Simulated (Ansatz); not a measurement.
Single points on the cluster BO2H.

```yaml
crystal:
  periodic: [false, false, false]
  atoms:
    - {symbol: B, position_ang: [-0.370117, 0.329975, 0.114019]}
    - {symbol: O, position_ang: [0.869246, -0.083704, -0.085561]}
    - {symbol: O, position_ang: [-1.486205, 0.756624, 0.308012]}
    - {symbol: H, position_ang: [0.987076, -1.002904, -0.336470]}
basis:
  gaussian: {orbitals: def2-TZVP, initial_orbitals: start.molden}
hamiltonian: {xc: {name: B3LYP}, dispersion: d4}
scf: {omitted_lower_state_checks: [starts]}
output: {orbitals: {seedname: orbitals}}
```

The file start.molden holds the orbitals of an earlier run on this structure, at another level or in another basis.

```sh
$ ansatz run in.yaml --threads 4 --pin off --events-out ev --progress --plain --max-ram 3916MiB
```

Shortened log:

```
Functional definition: B3LYP
515 factors; their error is unknown
mean field evaluation 1: about -4791.0030 eV, gradient 5.5e0 eV
mean field evaluation 2: about -4791.0343 eV, gradient 2.7e-2 eV
mean field evaluation 4: about -4791.0438 eV, gradient 3.7e-5 eV
mean field -4791.04381215 eV, -176.0676126103 hartree, gradient 5.2e-5 eV, S^2 0.000000; 0 other end points of the search recorded, 0 dependent functions left out
reference -4791.04400014 eV, -176.0676195189 hartree; 11, 11 occupied and 88, 88 virtual orbitals, 515 factors
Total energy: -4791.10580983 eV, -176.0698909829 hartree
Checks for a lower state left out: starts
```

Run time 0.35 s (4 threads of Arm Neoverse V2 on a shared host).

As the first input, with `hamiltonian: {xc: pbe}`, `correlation: {method: rpa}` and without the key `output` (abridged; 0.65 s):

```
Functional definition: PBE
mean field -4785.55070438 eV, -175.8657446233 hartree, gradient 1.8e-6 eV, S^2 0.000000
3 core orbitals not correlated: weight in the atoms' cores, before any rotation towards them, 1.000 or more for the frozen orbitals, at most 0.000 for the correlated occupied ones
Total energy: -4788.22782345 eV, -175.9641269344 hartree
Checks for a lower state left out: starts
```

First input, but with `gaussian: {orbitals: def2-TZVPD, initial_orbitals: start.molden}`, `hamiltonian: {xc: pbe0, dispersion: d4}` (abridged; 0.55 s):

```
Functional definition: PBE0
mean field -4785.53156280 eV, -175.8650411832 hartree, gradient 1.1e-5 eV, S^2 0.000000
Total energy: -4785.56279651 eV, -175.8661890008 hartree
Checks for a lower state left out: starts
```

As the first input, with `gaussian: {orbitals: def2-SVP, initial_orbitals: start.molden}`, `hamiltonian: {xc: pbe0, dispersion: d4}` (abridged; 0.25 s):

```
Functional definition: PBE0
mean field -4779.82725256 eV, -175.6554116484 hartree, gradient 3.7e-5 eV, S^2 0.000000
Total energy: -4779.85846541 eV, -175.6565586993 hartree
Checks for a lower state left out: starts
```

As the first input, with `hamiltonian: {xc: pbe, dispersion: d4}` (abridged; 0.35 s):

```
Functional definition: PBE
mean field -4785.55074780 eV, -175.8657462189 hartree, gradient 6.3e-5 eV, S^2 0.000000
Total energy: -4785.58886462 eV, -175.8671469863 hartree
Checks for a lower state left out: starts
```

The first input with `hamiltonian: {xc: {name: revPBE}, dispersion: d4}` (abridged; 0.35 s):

```
Functional definition: revPBE
mean field -4789.37273873 eV, -176.0062017950 hartree, gradient 6.8e-5 eV, S^2 0.000000
Total energy: -4789.51280841 eV, -176.0113492607 hartree
Checks for a lower state left out: starts
```

The first input with `hamiltonian: {xc: pbe0, dispersion: d4}`, `output: {forces: true, orbitals: {seedname: orbitals}}` and without the key `scf` (abridged; 0.65 s):

```
Functional definition: PBE0
mean field evaluation 16: about -4785.4791 eV, gradient 1.2e0 eV
mean field -4785.49426054 eV, -175.8636703504 hartree, gradient 1.4e-5 eV, S^2 0.000000; 1 other end points of the search recorded, 0 dependent functions left out
Total energy: -4785.52548023 eV, -175.8648176529 hartree
Atom 0 force    -0.005229     0.002411     0.001017 eV/Å
Atom 1 force     0.004522    -0.005720    -0.001838 eV/Å
Atom 2 force     0.001334    -0.000862    -0.000325 eV/Å
Atom 3 force    -0.000627     0.004171     0.001145 eV/Å
Dipole moment:     0.561881    -0.548008    -0.185500 e Å
```

Geometry: PBE0-D4/def2-TZVP.

B3LYP takes the VWN-RPA correlation. Correlated methods freeze 3 core orbitals. The structure comes from a short search, and lower isomers may exist.
